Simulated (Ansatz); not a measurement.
# How methods differ on SiH3O (SMILES [O][SiH3])

SiH3O has 5 atoms, charge 0, and is taken as a doublet. SMILES: `[O][SiH3]`. The shape is that of a GFN2-xTB optimisation.

```xyz
5

O    -1.4166    0.2678    0.6902
Si   -0.0659    0.0078    0.0199
H    -0.1206   -0.2424   -1.4475
H     0.6859   -1.1593    0.5729
H     0.9172    1.1260    0.1645
```

Quantity: the energy change with the O1–Si2 bond stretched from 1.530 to 3.825 Å, in eV. The values are calculated.

| level | kind | program | value (eV) | less FCI/STO-3G | CPU time (all runs) |
| --- | --- | --- | --- | --- | --- |
| UHF/STO-3G | Hartree–Fock | Ansatz | 1.56 | -0.65 | 0.49 s |
| UBHLYP/STO-3G | global hybrid | Ansatz | 3.06 | +0.85 | 16 s |
| UB2PLYP/STO-3G | double hybrid | Ansatz | 2.94 | +0.73 | 18 s |
| RPA@PBE/STO-3G | RPA | Ansatz | 1.92 | -0.29 | 44 s |
| UMP2/STO-3G | perturbation theory | Ansatz | 2.05 | -0.16 | 0.66 s |
| UBCCD(T)/STO-3G | coupled cluster or CI | Ansatz | 2.20 | -0.01 | 1.6 s |
| UCCSD/STO-3G | coupled cluster or CI | Ansatz | 2.17 | -0.04 | 1.1 s |
| FCI/STO-3G | exact in the basis | Ansatz | 2.21 | 0.00 | 5.2 s |

FCI/STO-3G is exact within its basis and frozen core, so for wave-function methods in that basis the difference is their error; functionals converge differently with the basis, so for them it is only a difference. The first shape isn't each level's own minimum. The values span 1.56 to 3.06 eV. Spin contamination of the reference (⟨S²⟩ at least 0.1 too high) touches UHF/STO-3G, UBHLYP/STO-3G, UB2PLYP/STO-3G, RPA@PBE/STO-3G, UMP2/STO-3G, UBCCD(T)/STO-3G, UCCSD/STO-3G. All rows use very small basis sets, so none should be taken for the real molecule's value. In so small a basis fixed costs decide the times, and correlated methods can beat functionals. CPU times are rough (shared hosts, several kinds of processor and program).
